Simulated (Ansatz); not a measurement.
Chalcopyrite CdGeAs2, treated with rVV10 (PAW; Ansatz, a quantum-chemistry and plane-wave program).

Numerical settings: plane-wave cutoff 520 eV, 8×8×8 k mesh, Fermi–Dirac smearing 0.01 eV, scalar-relativistic PAW data made under PBE.

Cell (relaxed at this level):

```
CELL_PARAMETERS angstrom
     -3.04123     3.04123     5.77699
      3.04123    -3.04123     5.77699
      3.04123     3.04123    -5.77699
ATOMIC_POSITIONS crystal
  Cd 0.00000 0.00000 0.00000
  Cd 0.75000 0.25000 0.50000
  Ge 0.50000 0.50000 0.00000
  Ge 0.25000 0.75000 0.50000
  As 0.87500 0.84916 0.47416
  As 0.15084 0.62500 0.02584
  As 0.37500 0.40084 0.52584
  As 0.59916 0.12500 0.97416
```

### Question
Predict the bulk modulus B0 and pressure derivative B′ of the bulk modulus.

### Answer

* **bulk modulus B0**: 51.5 GPa
* **pressure derivative B′ of the bulk modulus**: 4.7

The run finds no gap.

Measured, for comparison: bulk modulus 69.9 GPa (temperature not stated, no zero-point or thermal correction; as tabulated in Toher et al. (2017), arXiv:1611.05714). Computed (rounded) less measured: bulk modulus -26 %.

Note: the gap of the solid is closed in this run; this level leaves the solid without a gap, although one is measured; the bulk modulus comes from volumes at which shape and atoms were relaxed.

The computed numbers hold no vibrational or temperature effects.
